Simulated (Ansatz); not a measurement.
# FH3Si: the cost of one run

All numbers below are computed with Ansatz 0.2.0 (RKS BLYP-D4/def2-SVP).

### Step 1. The system as given

Bond lengths: Si1–F2 1.590 Å, Si1–H3 1.460 Å, Si1–H4 1.459 Å, Si1–H5 1.459 Å. Angles: F2–Si1–H3 109.5°, F2–Si1–H4 109.5°, F2–Si1–H5 109.5°, H3–Si1–H4 109.5°, H3–Si1–H5 109.5°, H4–Si1–H5 109.5°.

Coordinates:

```xyz
5

Si    0.0000    0.0000    0.0000
F     0.0000    0.0000    1.5900
H     1.3768    0.0000   -0.4862
H    -0.6877    1.1914   -0.4862
H    -0.6877   -1.1914   -0.4862
```

### Step 2. Relaxing the start

input.yaml

```yaml
crystal:
  periodic: [false, false, false]
  atoms:
    - { symbol: Si, position_ang: [0.0, 0.0, 0.0] }
    - { symbol: F, position_ang: [0.0, 0.0, 1.59] }
    - { symbol: H, position_ang: [1.3768, 0.0, -0.4862] }
    - { symbol: H, position_ang: [-0.6877, 1.1914, -0.4862] }
    - { symbol: H, position_ang: [-0.6877, -1.1914, -0.4862] }
basis:
  gaussian: { orbitals: def2-SVP }
hamiltonian:
  xc: blyp
  dispersion: d4
relax:
  f_tol: 0.02
  max_steps: 40
output:
  orbitals: {}
```

Command:

```
ansatz run input.yaml --threads 1 --pin off --max-ram 2048MiB --backend cpu --events-out ev --progress --plain --runs-dir out
```

Q: Estimate wall time and peak memory on 1 thread of Arm Neoverse V1, shared host.

About 3.9 s, with a peak of 0.086 GiB.
